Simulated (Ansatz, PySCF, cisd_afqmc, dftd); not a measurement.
System: C$_{2}$H$_{2}$O, charge 0, singlet. C2H2O (SMILES O=C=C).
B3LYP-D3(BJ)/def2-TZVP minimum from Ansatz (a quantum-chemistry and plane-wave program):
```xyz
5

C      0.0091     0.0017    -1.2056
C     -0.0008    -0.0001     0.1027
H      0.0282     0.9401    -1.7377
H     -0.0018    -0.9351    -1.7406
O     -0.0096    -0.0018     1.2620
```
Charge 0, spin multiplicity 1.

Quantity: enthalpy of formation at 298 K (by atomisation, with ideal-gas terms from PySCF's Hessian at B3LYP-D3(BJ)/def2-TZVP and the atoms' measured values of the G2/97 table; no spin-orbit terms), in kcal/mol. UHF or UKS for unpaired electrons; spin-orbit terms are left out. Correlated methods leave the cores frozen. Rows without X2C or -DK are non-relativistic. The Monte Carlo rows (phaseless AFQMC, CISD trial, step 0.005/hartree) carry one-sigma bars that omit the constraint's bias. Outlying blocks are dropped, and bars are widened where a walk drifts. Over all cases where full CI ran beside it in this data, AFQMC minus full CI had a median of +0.1 mEh and passed +0.4 mEh in a tenth of the cases. CBS(X,Y): correlation extrapolated as X^-3, Hartree-Fock from the larger set (Q,5: extrapolated as (X+1)exp(-9√X)). A bracket is a step between two methods taken in the basis named. The functionals are non-relativistic, so their misses hold any scalar relativity. Double hybrids freeze cores in their MP2 part. '+ core + X2C': CCSD(T) terms for core correlation (cc-pwCVTZ) and scalar relativity (cc-pVTZ-DK). For partners of very few electrons the exact lower level stands in for a higher one.

Measured: -11.6 kcal/mol, -48.6 kJ/mol (Active Thermochemical Tables 1.112 (ions: stationary electron), as tabulated in the package chemicals); atomic spin-orbit terms, which the calculations lack, would raise the computed values.

```csv
level,program,enthalpy of formation at 298 K (kcal/mol),error against that value
B3LYP-D3(BJ)/def2-TZVPD,Ansatz + dftd3,-14.2,-2.6
PBE0-D3(BJ)/def2-TZVPD,Ansatz + dftd3,-17.3,-5.7
CAM-B3LYP-D4/def2-TZVPD,Ansatz + dftd4,-14.2,-2.6
wB97M-V/def2-TZVPD,Ansatz,-13.8,-2.2
B2GP-PLYP-D4/def2-TZVPD,Ansatz + dftd4,-6.7,4.9
CCSD/cc-pV5Z,Ansatz,6.3,17.9
CCSD(T)/cc-pVQZ,Ansatz,-4.0,7.6
CCSDT(Q)/cc-pVDZ,Ansatz,31.4,43.0
"CCSD(T)/CBS(cc-pVQZ,cc-pV5Z) + [AFQMC/CISD - CCSD(T)]/cc-pVDZ + core + X2C",Ansatz + cisd_afqmc,-11.9 ± 0.3,-0.3
"CCSD(T)/CBS(cc-pVQZ,cc-pV5Z) + [CCSDT(Q) - CCSD(T)]/cc-pVDZ + core + X2C",Ansatz,-12.3,-0.7
```
